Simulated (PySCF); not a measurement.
# C₃FN₂−: runs on many settings

Aim: see how C₃FN₂− (`N#C[C-](F)C#N`) answers to the choice of functional, basis, grid and SCF options.

The runs use PySCF 2.14.0, with density-fitted response routines of our own; the level of theory stands in each step. All values are computed, except where a source is named. Atoms are numbered from 0 throughout.

**1. Starting geometry**

6 atoms, charge -1, multiplicity 1; geometry from: GFN2-xTB.

Bonds of the start (Å): N0–C1 1.17, C1–C2 1.37, C2–F3 1.42, C2–C4 1.37, C4–N5 1.17.

**2. NMR shieldings: PBE0/pcSseg-1**

What the job is given:

```
{"job": {"kind": "nmr", "xc": "PBE0", "basis": "pcSseg-1"}, "charge": -1, "multiplicity": 1}
N     -2.222242    -0.834588    -0.053184
C     -1.203158    -0.268811    -0.051804
C      0.000762     0.374493    -0.047839
F     -0.000805     1.783159    -0.205137
C      1.204776    -0.250687     0.103271
N      2.223790    -0.801576     0.233118
```

Level: GIAO PBE0/pcSseg-1 NMR shielding, non-relativistic, gas phase.

The run is started by

```bash
$ OMP_NUM_THREADS=1 python probes_run.py task.json out
```

This one command runs all jobs of the session in turn.

Output:

```text
coarse grid: 6472 points
cycle   1  E = -323.1415364781  dE =  8.536e-01  |g| = 6.518e-01  |ddm| = 2.652e+00
cycle   2  E = -322.8354113276  dE =  3.061e-01  |g| = 1.377e+00  |ddm| = 1.896e+00
cycle   3  E = -323.2204402240  dE = -3.850e-01  |g| = 1.887e-01  |ddm| = 1.252e+00
cycle   4  E = -323.2272678824  dE = -6.828e-03  |g| = 6.220e-02  |ddm| = 1.706e-01
cycle   5  E = -323.2278920190  dE = -6.241e-04  |g| = 1.781e-02  |ddm| = 5.944e-02
cycle   6  E = -323.2279546495  dE = -6.263e-05  |g| = 1.634e-03  |ddm| = 1.710e-02
cycle   7  E = -323.2279552049  dE = -5.554e-07  |g| = 3.582e-04  |ddm| = 1.595e-03
final grid: 67216 points
cycle   8  E = -323.2680701913  dE = -1.637e-05  |g| = 5.470e-03  |ddm| = 1.931e-02
cycle   9  E = -323.2680658764  dE =  4.315e-06  |g| = 7.864e-03  |ddm| = 1.242e-02
cycle  10  E = -323.2680758071  dE = -9.931e-06  |g| = 1.020e-03  |ddm| = 6.523e-03
cycle  11  E = -323.2680759523  dE = -1.452e-07  |g| = 6.692e-04  |ddm| = 1.054e-03
cycle  12  E = -323.2680760463  dE = -9.400e-08  |g| = 7.579e-05  |ddm| = 5.381e-04
cycle  13  E = -323.2680760473  dE = -1.021e-09  |g| = 9.831e-06  |ddm| = 6.004e-05
cycle  14  E = -323.2680760473  dE = -4.889e-12  |g| = 9.467e-06  |ddm| = 1.547e-05
converged SCF energy = -323.2680760473

GIAO shielding tensors (ppm)
atom      isotropic    diamagn.    paramagn.     s11        s22        s33       span
  0 N     -116.315     343.579    -459.894   -231.545   -137.394     19.994    251.539
  1 C       52.389     257.615    -205.226    -55.571    -49.718    262.456    318.027
  2 C       65.857     247.453    -181.596    -92.795    108.315    182.051    274.846
  3 F      526.034     473.120      52.913    331.813    399.302    846.985    515.172
  4 C       52.400     257.608    -205.208    -55.522    -49.693    262.415    317.938
  5 N     -116.457     343.578    -460.036   -231.738   -137.595     19.960    251.698
```

Run time: 7.2 s. Hardware: 1 thread of Arm Neoverse V2, shared host; peak memory 0.43 GiB.

Shifts follow as δ = σ(reference) − σ, with reference shieldings (ppm) from runs at the same level and on the same kind of geometry: 13C TMS 186.9, 19F CFCl3 170.9, 15N NH3 267.7. The references are single molecules in the gas phase, so shifts against H2O, NH3, PH3, H3PO4 or CFCl3 are not on the usual liquid scales and can be off by tens of ppm. Atoms listed in one row are averaged.

| atoms | environment | σ (ppm) | δ (ppm) |
| --- | --- | --- | --- |
| C1, C4 | nitrile carbon | 52.4 | 134.5 |
| C2 | carbanion centre | 65.9 | 121.1 |
| N0, N5 | nitrile nitrogen | -116.4 | 384.1 |
| F3 | fluorine bonded to C | 526.0 | -355.1 |

The run also stored atomic charges by several schemes (e):

| atoms | Mulliken | IAO | Hirshfeld | ESP fit |
| --- | --- | --- | --- | --- |
| N0, N5 | -0.39 | -0.41 | -0.36 | -0.67 |
| C1, C4 | 0.03 | 0.11 | -0.01 | 0.54 |
| C2 | 0.06 | -0.06 | -0.07 | -0.60 |
| F3 | -0.36 | -0.34 | -0.18 | -0.13 |

Mayer bond orders: N0–C1 2.91, C1–C2 1.20, C2–F3 0.86, C2–C4 1.20, C4–N5 2.91.

The fields below are evaluated on a grid from the run's orbitals.

Frontier orbitals at PBE0/pcSseg-1, with the share of their density that lies nearest to each atom:

| orbital | energy (eV) | lies on |
| --- | --- | --- |
| HOMO | -0.74 | C2 40 %; N0, N5 about 22 % each; F3 8 % |
| LUMO | 3.98 | N0, N5 about 21 % each; C1, C2, C4 about 15 % each; F3 13 % |

ELF in a plane through or near 6 of the atoms.

Ten even steps from '0' (0.00) to '9' (0.93):
```
0000000000000000000000000000
0000000000000000000000000000
0000000000000000000000000000
0000000000000000000000000000
0000012221100000011222100000
0001467753320000233577641000
0003899975542002455799983000
0015999558875005788569995100
0015897348656226569538985100
0013787684638448365867873100
0000234687589548857864420000
0000013465444124445643100000
0000001210014884100121000000
0000000000168448610000000000
0000000000279569720000000000
0000000000156776510000000000
0000000000001111000000000000
0000000000000000000000000000
0000000000000000000000000000
0000000000000000000000000000
```
The map spans 9.7 Å across and 8.8 Å up, centred on the molecule. Atoms in the plane (x, y in Å): N0 (2.2, 0.8), C1 (1.2, 0.3), C2 (0.0, -0.4), F3 (0.0, -1.8), C4 (-1.2, 0.3), N5 (-2.2, 0.8).

log10 of the density (e/Å³) in the same plane.

Ten even steps from ' ' (-4.0) to '@' (1.9):
```
                                                        
                                                        
                                                        
          ............            ............          
      ..::------------::::....::::------------::..      
    ..::--====++======----::::----======++====--::..    
  ..::--==++******++++====----====++++******++==--::..  
  ..--==++**######****++++====++++****######**++==--..  
  ..--==++**##@@######****++++****######@@##**++==--..  
  ..::--==++**######@@####****####@@######**++++--::..  
    ::::====++++******####@@@@####******++++====::::    
    ..::----====++++++****####****++++++====----::..    
        ..::----======++**####**++======----::::        
          ..::::----==**##@@@@##**==----::::..          
              ..::--==**##%%%%##**==--::..              
                ..::--++++****++++--::..                
                  ..::--========--::..                  
                      ..::::::::..                      
                                                        
                                                        
```
The map spans 9.7 Å across and 8.8 Å up, centred on the molecule. Atoms in the plane (x, y in Å): N0 (2.2, 0.8), C1 (1.2, 0.3), C2 (0.0, -0.4), F3 (0.0, -1.8), C4 (-1.2, 0.3), N5 (-2.2, 0.8).

On the surface of density 0.002 e/bohr³ the electrostatic potential runs, from the 1st to the 99th percentile, from -5.33 V near N5 to -4.22 V near C1.

**3. TDDFT and polarisability: PBE0/def2-SVPD**

Settings changed since step 2:

```diff
@@ -1,2 +1,2 @@
-{"job": {"kind": "nmr", "xc": "PBE0", "basis": "pcSseg-1"}, "charge": -1, "multiplicity": 1}
+{"job": {"kind": "uv", "xc": "PBE0", "basis": "def2-SVPD", "nstates": 6, "ntriplets": 2}, "charge": -1, "multiplicity": 1}
 N     -2.222242    -0.834588    -0.053184
```

Method: TDDFT PBE0/def2-SVPD, vertical, gas phase, core orbitals frozen in the response.

Output:

```text
coarse grid: 6472 points
cycle   1  E = -322.9512119555  dE =  8.114e-01  |g| = 6.101e-01  |ddm| = 3.535e+00
cycle   2  E = -322.6563443570  dE =  2.949e-01  |g| = 1.325e+00  |ddm| = 2.257e+00
cycle   3  E = -323.0265028097  dE = -3.702e-01  |g| = 1.646e-01  |ddm| = 1.545e+00
cycle   4  E = -323.0319415173  dE = -5.439e-03  |g| = 5.920e-02  |ddm| = 1.891e-01
cycle   5  E = -323.0325394976  dE = -5.980e-04  |g| = 1.681e-02  |ddm| = 7.528e-02
cycle   6  E = -323.0326012224  dE = -6.172e-05  |g| = 1.893e-03  |ddm| = 2.409e-02
cycle   7  E = -323.0326019930  dE = -7.706e-07  |g| = 6.455e-04  |ddm| = 3.441e-03
final grid: 67216 points
cycle   8  E = -323.0726387472  dE = -1.128e-05  |g| = 5.524e-03  |ddm| = 3.688e-02
cycle   9  E = -323.0726324056  dE =  6.342e-06  |g| = 8.362e-03  |ddm| = 1.615e-02
cycle  10  E = -323.0726447584  dE = -1.235e-05  |g| = 1.111e-03  |ddm| = 8.397e-03
cycle  11  E = -323.0726449875  dE = -2.291e-07  |g| = 6.029e-04  |ddm| = 1.520e-03
cycle  12  E = -323.0726450641  dE = -7.664e-08  |g| = 6.392e-05  |ddm| = 6.798e-04
cycle  13  E = -323.0726450649  dE = -8.384e-10  |g| = 8.993e-06  |ddm| = 8.938e-05
converged SCF energy = -323.0726450649

Static polarisability (au): isotropic 55.105, principal 34.696 45.877 84.743

Singlet excitations
state   eV       nm        f      main configurations
  1   2.8421    436.2   0.00034   H->L 0.99
  2   4.6909    264.3   0.00022   H->L+1 0.99
  3   5.5222    224.5   0.00000   H->L+5 0.61, H->L+4 0.32
  4   5.9312    209.0   0.23687   H->L+2 0.78, H-1->L 0.20
  5   6.0757    204.1   0.00000   H->L+4 0.64, H->L+5 0.33
  6   6.0847    203.8   0.00332   H->L+3 0.96

Triplet excitations (Tamm-Dancoff, eV): 2.4140 4.4063
```

Wall time 8.1 s (1 thread of Arm Neoverse V2, shared host); peak memory 0.53 GiB.

Frontier orbitals and where they lie:

| orbital | eV | atoms |
| --- | --- | --- |
| HOMO−3 | -5.38 | N0 24 %, N5 24 %, C4 20 % |
| HOMO−2 | -5.05 | N0 26 %, N5 26 %, C1 21 % |
| HOMO−1 | -4.79 | N0 27 %, N5 26 %, C1 22 % |
| HOMO | -0.94 | C2 31 %, N5 19 %, N0 18 % |
| LUMO | 3.65 | N5 18 %, N0 18 %, C2 18 % |
| LUMO+1 | 5.04 | C4 30 %, C1 30 %, C2 20 % |
| LUMO+2 | 5.79 | N0 23 %, N5 23 %, C4 22 % |

With each of the 6 states as a Gaussian band of 0.4 eV half-width at 1/e, the curve within the window shown has maxima at 209 nm (ε 9,700) L/(mol cm). Beyond the last state computed it falls off for lack of states. The curve at chosen wavelengths:

```tsv
nm	ε (L/mol/cm)
194	2729
208	9677
223	3985
237	436
251	26
266	9
280	6
294	2
309	0
323	0
337	0
352	1
366	2
380	5
394	8
409	11
423	13
437	14
452	13
466	11
480	9
495	7
509	5
523	3
538	2
552	1
```

Leading natural transition orbitals of singlet state 4: the hole lies on C2 36 %; N0, N5 about 24 % each; F3 7 %; the particle on C1, C4 about 24 % each; N0, N5 about 22 % each.

Leading natural transition orbitals of singlet state 1: the hole lies on C2 41 %; N0, N5 about 22 % each; F3 7 %; the particle on N0, N5 about 20 % each; F3 16 %; C1, C2, C4 about 14 % each.

Further results of this job:

| property | computed |
| --- | --- |
| polarisability (Å³) | 8.17 |
| HOMO–LUMO gap (eV) | 4.60 |
| −ε(HOMO) (eV) | 0.94 |

**4. Excited states and response: PBE0/def2-SVPD**

What the job is given:

```
{"job": {"kind": "uv", "xc": "PBE0", "basis": "def2-SVPD", "nstates": 6, "ntriplets": 5, "tda": false, "grid": 3}, "charge": -1, "multiplicity": 1}
N     -2.222242    -0.834588    -0.053184
C     -1.203158    -0.268811    -0.051804
C      0.000762     0.374493    -0.047839
F     -0.000805     1.783159    -0.205137
C      1.204776    -0.250687     0.103271
N      2.223790    -0.801576     0.233118
```

Level: TDDFT PBE0/def2-SVPD, vertical, gas phase, core orbitals frozen in the response.

Output:

```text
coarse grid: 6472 points
cycle   1  E = -322.9512119555  dE =  8.114e-01  |g| = 6.101e-01  |ddm| = 3.535e+00
cycle   2  E = -322.6563443570  dE =  2.949e-01  |g| = 1.325e+00  |ddm| = 2.257e+00
cycle   3  E = -323.0265028097  dE = -3.702e-01  |g| = 1.646e-01  |ddm| = 1.545e+00
cycle   4  E = -323.0319415173  dE = -5.439e-03  |g| = 5.920e-02  |ddm| = 1.891e-01
cycle   5  E = -323.0325394976  dE = -5.980e-04  |g| = 1.681e-02  |ddm| = 7.528e-02
cycle   6  E = -323.0326012224  dE = -6.172e-05  |g| = 1.893e-03  |ddm| = 2.409e-02
cycle   7  E = -323.0326019930  dE = -7.706e-07  |g| = 6.455e-04  |ddm| = 3.441e-03
final grid: 84424 points
cycle   8  E = -323.0726387930  dE = -1.128e-05  |g| = 5.524e-03  |ddm| = 3.688e-02
cycle   9  E = -323.0726324507  dE =  6.342e-06  |g| = 8.362e-03  |ddm| = 1.615e-02
cycle  10  E = -323.0726448040  dE = -1.235e-05  |g| = 1.111e-03  |ddm| = 8.398e-03
cycle  11  E = -323.0726450332  dE = -2.292e-07  |g| = 6.030e-04  |ddm| = 1.521e-03
cycle  12  E = -323.0726451098  dE = -7.664e-08  |g| = 6.390e-05  |ddm| = 6.798e-04
cycle  13  E = -323.0726451107  dE = -8.371e-10  |g| = 8.994e-06  |ddm| = 8.936e-05
converged SCF energy = -323.0726451107

Static polarisability (au): isotropic 55.105, principal 34.696 45.877 84.743

Singlet excitations
state   eV       nm        f      main configurations
  1   2.8421    436.2   0.00034   H->L 0.99
  2   4.6909    264.3   0.00022   H->L+1 0.99
  3   5.5222    224.5   0.00000   H->L+5 0.61, H->L+4 0.32
  4   5.9312    209.0   0.23687   H->L+2 0.78, H-1->L 0.20
  5   6.0757    204.1   0.00000   H->L+4 0.64, H->L+5 0.33
  6   6.0847    203.8   0.00332   H->L+3 0.96

Triplet excitations (Tamm-Dancoff, eV): 2.4140 4.4063 4.6018 5.1920 5.5781
```

Run time: 7.5 s. Hardware: 1 thread of Arm Neoverse V2, shared host; peak memory 0.56 GiB.

This run: HOMO -0.94 eV, LUMO 3.65 eV; lowest singlet 2.84 eV.

**5. NMR shieldings: PBE0/pcSseg-1 in water**

What the job is given:

```
{"job": {"kind": "nmr", "xc": "PBE0", "basis": "pcSseg-1", "solvent": "water", "pop": true}, "charge": -1, "multiplicity": 1}
N     -2.222242    -0.834588    -0.053184
C     -1.203158    -0.268811    -0.051804
C      0.000762     0.374493    -0.047839
F     -0.000805     1.783159    -0.205137
C      1.204776    -0.250687     0.103271
N      2.223790    -0.801576     0.233118
```

With the program's defaults for keys left out, this is: GIAO PBE0/pcSseg-1 NMR shielding, non-relativistic, IEF-PCM water.

Output:

```text
coarse grid: 6472 points
cycle   1  E = -323.2317001793  dE =  7.635e-01  |g| = 6.338e-01  |ddm| = 2.652e+00
cycle   2  E = -323.0110117135  dE =  2.207e-01  |g| = 1.218e+00  |ddm| = 1.711e+00
cycle   3  E = -323.3083098770  dE = -2.973e-01  |g| = 1.498e-01  |ddm| = 1.061e+00
cycle   4  E = -323.3126883124  dE = -4.378e-03  |g| = 5.247e-02  |ddm| = 1.306e-01
cycle   5  E = -323.3131263991  dE = -4.381e-04  |g| = 1.589e-02  |ddm| = 4.799e-02
cycle   6  E = -323.3131741298  dE = -4.773e-05  |g| = 1.239e-03  |ddm| = 1.477e-02
cycle   7  E = -323.3131744442  dE = -3.144e-07  |g| = 2.204e-04  |ddm| = 1.096e-03
final grid: 67216 points
cycle   8  E = -323.3532695131  dE = -1.665e-05  |g| = 5.412e-03  |ddm| = 1.927e-02
cycle   9  E = -323.3532660476  dE =  3.466e-06  |g| = 7.519e-03  |ddm| = 1.161e-02
cycle  10  E = -323.3532750530  dE = -9.005e-06  |g| = 7.969e-04  |ddm| = 5.884e-03
cycle  11  E = -323.3532751536  dE = -1.006e-07  |g| = 4.275e-04  |ddm| = 7.358e-04
cycle  12  E = -323.3532751914  dE = -3.780e-08  |g| = 1.019e-04  |ddm| = 3.675e-04
cycle  13  E = -323.3532751934  dE = -2.012e-09  |g| = 8.378e-06  |ddm| = 8.474e-05
cycle  14  E = -323.3532751934  dE = -1.057e-11  |g| = 5.455e-06  |ddm| = 1.302e-05
converged SCF energy = -323.3532751934

GIAO shielding tensors (ppm)
atom      isotropic    diamagn.    paramagn.     s11        s22        s33       span
  0 N     -108.086     343.856    -451.941   -221.679   -127.853     25.275    246.953
  1 C       50.407     257.683    -207.277    -57.138    -50.750    259.108    316.246
  2 C       66.864     247.164    -180.301    -87.681    108.582    179.691    267.372
  3 F      524.102     472.648      51.454    330.552    397.262    844.492    513.940
  4 C       50.414     257.677    -207.263    -57.089    -50.727    259.057    316.146
  5 N     -108.226     343.855    -452.081   -221.871   -128.051     25.245    247.116
```

It took 5.6 s on 1 thread of Arm Neoverse V2, shared host; peak memory 0.46 GiB.

In short: δ C1 137.5, C2 121.0, N0 378.8, F3 -349.3 ppm (means over like atoms).

**6. Shielding tensors: BLYP/pcX-1**

What the job is given:

```
{"job": {"kind": "nmr", "xc": "BLYP", "basis": "pcX-1", "pop": true, "scf": {"conv": 1e-07}}, "charge": -1, "multiplicity": 1}
N     -2.222242    -0.834588    -0.053184
C     -1.203158    -0.268811    -0.051804
C      0.000762     0.374493    -0.047839
F     -0.000805     1.783159    -0.205137
C      1.204776    -0.250687     0.103271
N      2.223790    -0.801576     0.233118
```

Method: GIAO BLYP/pcX-1 NMR shielding, non-relativistic, gas phase.

Output:

```text
final grid: 67216 points
cycle   1  E = -323.4444126779  dE =  7.592e-01  |g| = 7.313e-01  |ddm| = 2.957e+00
cycle   2  E = -322.8804212865  dE =  5.640e-01  |g| = 1.792e+00  |ddm| = 2.402e+00
cycle   3  E = -323.4961407382  dE = -6.157e-01  |g| = 4.659e-01  |ddm| = 1.822e+00
cycle   4  E = -323.5436569553  dE = -4.752e-02  |g| = 1.079e-01  |ddm| = 3.575e-01
cycle   5  E = -323.5453002361  dE = -1.643e-03  |g| = 4.505e-02  |ddm| = 1.126e-01
cycle   6  E = -323.5456493962  dE = -3.492e-04  |g| = 2.257e-03  |ddm| = 3.705e-02
cycle   7  E = -323.5456499848  dE = -5.886e-07  |g| = 9.331e-04  |ddm| = 2.304e-03
cycle   8  E = -323.5456500821  dE = -9.726e-08  |g| = 6.393e-04  |ddm| = 1.096e-03
cycle   9  E = -323.5456501378  dE = -5.573e-08  |g| = 4.035e-04  |ddm| = 7.311e-04
cycle  10  E = -323.5456501749  dE = -3.712e-08  |g| = 2.491e-05  |ddm| = 3.219e-04
converged SCF energy = -323.5456501749

GIAO shielding tensors (ppm)
atom      isotropic    diamagn.    paramagn.     s11        s22        s33       span
  0 N     -106.443     351.552    -457.995   -211.491   -131.700     23.860    235.351
  1 C       49.470     253.531    -204.061    -42.384    -37.926    228.722    271.106
  2 C       61.695     250.250    -188.555    -93.159    103.917    174.328    267.486
  3 F      516.283     474.828      41.454    337.076    384.634    827.139    490.063
  4 C       49.471     253.526    -204.055    -42.338    -37.906    228.657    270.995
  5 N     -106.583     351.552    -458.134   -211.687   -131.891     23.829    235.516
```

It took 7.1 s on 1 thread of Arm Neoverse V2, shared host; peak memory 0.57 GiB.

Key values: σ C1 49.5, C2 61.7, N0 -106.5, F3 516.3 ppm (means over like atoms).

**7. Run by run: NMR shifts**

Isotropic shieldings (ppm), means over like atoms, with basis size and wall time:

| run | C1 | C2 | N0 | F3 | functions | time |
| --- | --- | --- | --- | --- | --- | --- |
| PBE0/pcSseg-1 | 52.4 | 65.9 | -116.4 | 526.0 | 102 | 7.2 s |
| PBE0/pcSseg-1 in water | 50.4 | 66.9 | -108.2 | 524.1 | 102 | 5.6 s |
| BLYP/pcX-1 | 49.5 | 61.7 | -106.5 | 516.3 | 144 | 7.1 s |

**8. What came out**

```
                                                               quantity                        value
13C shifts against TMS (PBE0/pcSseg-1, means over atoms taken as alike)             134.5, 121.1 ppm
15N shifts against NH3 (PBE0/pcSseg-1, means over atoms taken as alike)                    384.1 ppm
                               19F shifts against CFCl3 (PBE0/pcSseg-1)                   -355.1 ppm
                                        lowest singlet (PBE0/def2-SVPD)  2.84 eV (436 nm), f = 0.000
                               brightest single state of those computed  state 4, 5.93 eV, f = 0.237
                                                         lowest triplet                      2.41 eV
                                           range of the shielding of N0         -116.4 to -106.5 ppm
```

In words: Single values in the summary come from the first run of each kind that ended normally (PBE0/pcSseg-1; PBE0/def2-SVPD), which need not be the best level. At PBE0/pcSseg-1: Shielding is most anisotropic at F3 (span 515 ppm, paramagnetic term 53 ppm). The first singlet state (HOMO→LUMO 0.99) lies at 2.84 eV and is dark; of the 6 states computed, the strongest absorption comes from state 4 at 5.93 eV. The lowest triplet lies 0.43 eV below the lowest singlet (triplets in Tamm-Dancoff, singlets in full TDDFT). The lowest singlet lies above −ε(HOMO); no detachment energy was computed, so the anion's states may not be bound. In ppm, N0 (with its like atoms) moves most: its shielding spreads over 9.9 ppm, from -116.4 (PBE0/pcSseg-1) to -106.5 (BLYP/pcX-1).
